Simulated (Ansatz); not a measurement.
# [AlH2···H···H], doublet: transfer scan

All five atoms lie in one plane.

Starting geometry:

```xyz
5

Al   -0.0983    0.0000    0.0000
H    -0.8912    1.3734    0.0000
H    -0.8912   -1.3734    0.0000
H     1.4876    0.0000    0.0000
H     2.9257    0.0000    0.0000
```

From there H4 is moved from one fragment to the other while all else, the fragments' distance too, stays fixed; atoms are numbered as listed. Energies are in eV, counted from the starting geometry at the same level. Kohn–Sham curves are unrestricted where that lies lower.

Basis 6-31G; Ansatz 0.2.0. Only valence electrons are correlated (noble-gas cores frozen).

Full CI is exact within this basis and frozen core; it isn't the basis-set limit.

```csv
distance Al1-H4 (Å),PBE0
1.475,0.177
1.586,0.000
1.685,-0.059
1.784,-0.097
1.883,-0.175
1.982,-0.329
2.081,-0.547
2.180,-0.764
2.279,-0.857
```

Question: Estimate the full CI curve in 6-31G from this one, knowing how PBE0 errs.

Answer: The computed full CI values, in eV from the starting point, and the error of PBE0 against them:
| distance Al1-H4 (Å) | full CI | PBE0 less full CI |
| --- | --- | --- |
| 1.475 | 0.141 | 0.036 |
| 1.586 | 0.000 | 0.000 |
| 1.685 | -0.017 | -0.041 |
| 1.784 | -0.014 | -0.083 |
| 1.883 | -0.066 | -0.109 |
| 1.982 | -0.224 | -0.105 |
| 2.081 | -0.475 | -0.071 |
| 2.180 | -0.740 | -0.024 |
| 2.279 | -0.882 | 0.026 |

The error spans 0.145 eV and is largest, -0.109 eV, at 1.883 Å.

In so small a basis the reference is far from its limit while semilocal and hybrid functionals are nearer theirs, so the functionals' errors here hold much of the reference's basis and frozen-core error, which can add to them or hide them.
